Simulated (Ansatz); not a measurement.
B2H2O, SMILES `B1BO1`. The species carries charge 0 and has multiplicity 1.

| atom | x (Å) | y (Å) | z (Å) |
| --- | --- | --- | --- |
| B1 | -0.367 | -0.711 | 0.096 |
| B2 | 0.083 | 0.720 | -0.353 |
| O3 | 0.701 | -0.021 | 0.635 |
| H4 | -0.773 | -1.788 | 0.374 |
| H5 | 0.356 | 1.801 | -0.753 |

(1) List the harmonic frequencies (cm⁻¹, unscaled) at PBE0-D4/def2-TZVP in Ansatz. (An estimate is asked.)

(2) Is this a minimum?

(3) Give the ideal-gas thermochemistry at 298.15 K and 1 bar (rigid rotor, harmonic oscillator; point group C2v, symmetry number 2).

(4) Rotational constants (cm⁻¹)?

Answers

(1) Ansatz gave: 699, 798, 839, 847, 1027, 1148, 1378, 2718, 2756.

(2) Yes, all 9 modes are real.

(3) Zero-point energy 73.0 kJ/mol; H(298) − E = 84.0 kJ/mol; entropy 239.6 J/(mol·K), of which translation 154.7, rotation 80.5, vibration 4.3; G(298) − E = 12.5 kJ/mol.

(4) 1.345, 0.8017, 0.5023.
